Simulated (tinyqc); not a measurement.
Worked calculation (part 2 of 2): MP2 on RHF in the sto-6g basis, for H2F+, spin multiplicity 1. Computed by tinyqc, a small Python program that keeps every step (integrals from PySCF). Command: `OMP_NUM_THREADS=1 python tinyqc.py 31387 31388 out.jsonl` (the two numbers bound the seeds that draw the settings). One thread of a shared host (Intel(R) Xeon(R) Processor @ 2.60GHz), about 0.1 s of CPU time with the checks.

Geometry (angstrom):
```
atom        x         y        z
F     0.00000   0.00000  0.00000
H     0.00000   0.95800  0.69100
H     0.00000  -0.93000  0.67100
```

## Second-order Moller-Plesset energy

orbital energies (hartree): MO1 -26.88980, MO2 -1.96993, MO3 -1.06622, MO4 -1.00347, MO5 -0.98691, MO6 -0.11491, MO7 0.00298

Hartree-Fock energy = -99.7328665 hartree

Given earlier and not repeated: Two-electron integrals over orbitals (pq|rs).

E2 = sum_ijab (ia|jb) [2 (ia|jb) - (ib|ja)] / (e_i + e_j - e_a - e_b) over occupied i, j and virtual a, b; the opposite-spin part is (ia|jb)^2 / denominator, the rest is same-spin, and SCS-MP2 scales them by 6/5 and 1/3.

Terms (the 40 largest of 68):
```
i  j  a  b   (ia|jb)   (ib|ja)  denominator       term
3  3  7  7   0.16582   0.16582     -2.13839   -0.01286
3  4  7  6  -0.10139  -0.04600     -1.95776   -0.00812
4  3  6  7  -0.10139  -0.04600     -1.95776   -0.00812
4  4  6  6   0.09654   0.09654     -1.77712   -0.00524
3  3  6  6   0.06667   0.06667     -1.90262   -0.00234
2  3  6  7  -0.06012  -0.02126     -2.92422   -0.00204
3  2  7  6  -0.06012  -0.02126     -2.92422   -0.00204
2  2  6  6   0.06833   0.06833     -3.71005   -0.00126
4  4  7  7   0.04979   0.04979     -2.01289   -0.00123
2  4  6  6   0.05671   0.05671     -2.74359   -0.00117
4  2  6  6   0.05671   0.05671     -2.74359   -0.00117
2  2  7  7   0.05667   0.05667     -3.94582   -0.00081
5  5  6  6   0.02219   0.02219     -1.74400   -0.00028
3  4  6  7  -0.04600  -0.10139     -1.95776    0.00022
4  3  7  6  -0.04600  -0.10139     -1.95776    0.00022
5  5  7  7   0.01900   0.01900     -1.97977   -0.00018
3  4  6  6   0.01665   0.01665     -1.83987   -0.00015
4  3  6  6   0.01665   0.01665     -1.83987   -0.00015
2  3  7  6  -0.02126  -0.06012     -2.92422    0.00013
3  2  6  7  -0.02126  -0.06012     -2.92422    0.00013
3  4  7  7  -0.01089  -0.01089     -2.07564   -0.00006
4  3  7  7  -0.01089  -0.01089     -2.07564   -0.00006
3  2  7  7  -0.01077  -0.01077     -3.04211  -3.81e-05
2  3  7  7  -0.01077  -0.01077     -3.04211  -3.81e-05
4  2  7  7  -0.00920  -0.00920     -2.97936  -2.84e-05
2  4  7  7  -0.00920  -0.00920     -2.97936  -2.84e-05
4  2  6  7   0.00770   0.00490     -2.86147  -2.83e-05
2  4  7  6   0.00770   0.00490     -2.86147  -2.83e-05
2  3  6  6   0.00659   0.00659     -2.80634  -1.55e-05
3  2  6  6   0.00659   0.00659     -2.80634  -1.55e-05
2  1  7  7   0.01548   0.01548    -28.86569  -8.30e-06
1  2  7  7   0.01548   0.01548    -28.86569  -8.30e-06
3  3  6  7  -0.00369  -0.00369     -2.02051  -6.74e-06
3  3  7  6  -0.00369  -0.00369     -2.02051  -6.74e-06
1  1  6  6   0.01817   0.01817    -53.54980  -6.17e-06
4  4  7  6  -0.00305  -0.00305     -1.89501  -4.92e-06
4  4  6  7  -0.00305  -0.00305     -1.89501  -4.92e-06
1  1  7  7   0.01501   0.01501    -53.78556  -4.19e-06
4  2  7  6   0.00490   0.00770     -2.86147  -3.58e-06
2  4  6  7   0.00490   0.00770     -2.86147  -3.58e-06
```

Pair energies (hartree; pair i-j sums ij and ji):
```
pair  opposite spin  same spin
1-1       -1.04e-05          0
2-1       -1.98e-05          0
2-2        -0.00208          0
3-1       -1.88e-06  -3.64e-06
3-2        -0.00289   -0.00103
3-3        -0.01521          0
4-1       -2.44e-06  -2.04e-08
4-2        -0.00246  -5.51e-06
4-3        -0.01308   -0.00313
4-4        -0.00649          0
5-5        -0.00047          0
```

MP2 correlation energy = -0.0468734 hartree

SCS-MP2 correlation energy = -0.0526291 hartree

MP2 total energy = -99.7797399 hartree
